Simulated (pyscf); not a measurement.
Structures and frequencies: ωB97X-D3(BJ)/def2-SVP in PySCF.

•HN–SiH₂–NH₂ (SMILES [NH][SiH2]N) + NH₃ (SMILES N) → •HN–SiH(NH₂)–NH₂ (SMILES [NH][SiH](N)N) + H₂ (SMILES [H][H])
Surface: doublet. Broken: H–Si, H–N. Formed: N–Si, H–H. Give ΔE‡ and ΔE from B3LYP-D3(BJ)/def2-TZVP, relative to the separated reactants.

ΔE‡ = 2.07 eV, ΔE = -0.50 eV. ωB97M-D3(BJ)/def2-TZVP gives 2.29 eV and -0.50 eV. Zero-point energy shifts the barrier by -0.06 eV. It is a four-centre exchange, with an imaginary mode of 803i cm⁻¹. •HN–SiH₂–NH₂ lies 0.80 eV over its isomer H₂N–SiH•–NH₂ (electronic energy, ωB97M-D3(BJ)/def2-TZVP). •HN–SiH(NH₂)–NH₂ lies 0.71 eV over its isomer H₂N–Si•(NH₂)–NH₂ (electronic energy, ωB97M-D3(BJ)/def2-TZVP). One saddle was located; it need not be the lowest between these sides.
